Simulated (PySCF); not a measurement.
A series of substituents X on one scaffold: NC-X. Isolated molecules, 0 K electronic values unless said otherwise. One relaxed conformer stands for each flexible species; it need not be the lowest. Strings in code marks are SMILES.

The brightest of the four lowest singlets (TDA) from two functionals at the same geometries (B3LYP-D3(BJ)/def2-TZVP), both in PySCF: PBE-D3(BJ)/def2-TZVP and B3LYP-D3(BJ)/def2-TZVP. B3LYP has the VWN-RPA correlation part, as in Gaussian. Excitations are Tamm–Dancoff values on a coarser integration grid. The basis has no diffuse functions, so Rydberg states are missing or too high.

```csv
species,B3LYP-D3(BJ)/def2-TZVP (eV)
X = vinyl,6.56
X = boryl,6.25
X = borono (`N#CB(O)O`),7.82
X = isocyano (`C([N+]#[C-])#N`),7.13
X = thioformyl (`C(#N)C=S`),5.41
```

Question: What does PBE-D3(BJ)/def2-TZVP give for each?

Answer: 
- X = vinyl: 6.42
- X = boryl: 6.09
- X = borono (`N#CB(O)O`): 7.02
- X = isocyano (`C([N+]#[C-])#N`): 6.51
- X = thioformyl (`C(#N)C=S`): 5.14
Over these rows, drawn at random from the members with no instability flagged (it was tested for open shells, ions and some series alone), PBE minus B3LYP-D3(BJ): mean -0.40 eV, from -0.80 eV to -0.14 eV.
